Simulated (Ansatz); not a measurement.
Ideal-gas functions of `C#C[CH]C#N` radical at 800 K and 1 bar, from an Ansatz frequency run at PBE0-D4/def2-TZVP.

Molar mass 64.07 g/mol, point group Cs (symmetry number 1), electronic degeneracy 2, moments of inertia 16.997, 179.237, 196.235 u Å². Harmonic wavenumbers (cm⁻¹, unscaled): 145, 362, 375, 413, 574, 615, 670, 681, 969, 1134, 1380, 2062, 2253, 3190, 3469.

Use S(trans) = R[1.5 ln M + 2.5 ln T − 1.1517]; rotational temperatures θ = 24.2544 K / I; S(rot) = R[ln(√π/σ · √(T³/θAθBθC)) + 1.5]; for each mode x = 1.438777 ν̃/T, S = R[x/(eˣ − 1) − ln(1 − e⁻ˣ)] and H = RT x/(eˣ − 1); 1 cm⁻¹ = 0.0119627 kJ/mol; R = 8.31446 J/(mol·K).

Problem. By hand: the entropy, in J/(mol·K).

Solution. Translation 181.3. Rotation: θ = 1.427, 0.1353, 0.1236 K, giving 116.1. Vibration, mode by mode: 19.51, 12.03, 11.75, 10.98, 8.41, 7.89, 7.25, 7.13, 4.67, 3.69, 2.61, 0.98, 0.74, 0.18, 0.12, in all 97.9. Electronic 5.8. Sum 401.1 J/(mol·K).

Problem. By hand: H − E and G − E in kJ/mol, counted from the electronic energy.

Solution. Zero-point energy ½ × 18292 × 0.0119627 = 109.4; thermal vibration 41.2; translation, rotation and pV give 4 RT = 26.6. H − E = 177.2 kJ/mol, and G − E = 177.2 − 800 × 401.1/1000 = -143.7 kJ/mol.

Vibration gives 24 % of the entropy, 19.5 J/(mol·K) of it from the mode under 150 cm⁻¹: soft modes count most, and the harmonic formula is weakest for them.
